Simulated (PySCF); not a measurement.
Gas-phase reaction: 3 HPO₂ + P → PH₃ + 3 PO₂

Method: PySCF energies plus ideal-gas RRHO corrections (1 bar). † marks an energy on the PBE0/def2-TZVP geometry and frequencies; other levels use their own. 6-31G* has spherical d functions here. Open shells (unrestricted): P (multiplicity 4), PO₂ (multiplicity 2); the rest are closed-shell singlets. B3LYP is the form with VWN-RPA correlation. HPO₂: computed as isolated molecules; such fragments, hydroxides, amides, oligomers or adducts are transient or little studied in the gas. The harmonic model lacks anharmonicity and excited electronic states, which grow with temperature; levels with a mode under 35 cm⁻¹ are left out. Internal rotation in HPO₂ is treated as a harmonic vibration of one conformer, which makes the entropy rough.

```
level              ΔE electronic, kJ  ΔH°(298 K), kJ  ΔS°(298 K), J/K  ΔG°(1600 K), kJ
-----------------  -----------------  --------------  ---------------  ---------------
B3LYP/6-31G*                     194             170               26              143
BLYP/def2-TZVP†                  123              99               26               73
PBE0/def2-SVP†                   250             226               26              200
PBE0/def2-TZVP                   193             168               26              142
r2SCAN/def2-TZVP†                134             109               26               83
LDA/def2-TZVP†                   153             128               26              103
```
ΔH° is lowest at BLYP/def2-TZVP† and highest at PBE0/def2-SVP†. No reference value is set beside these.
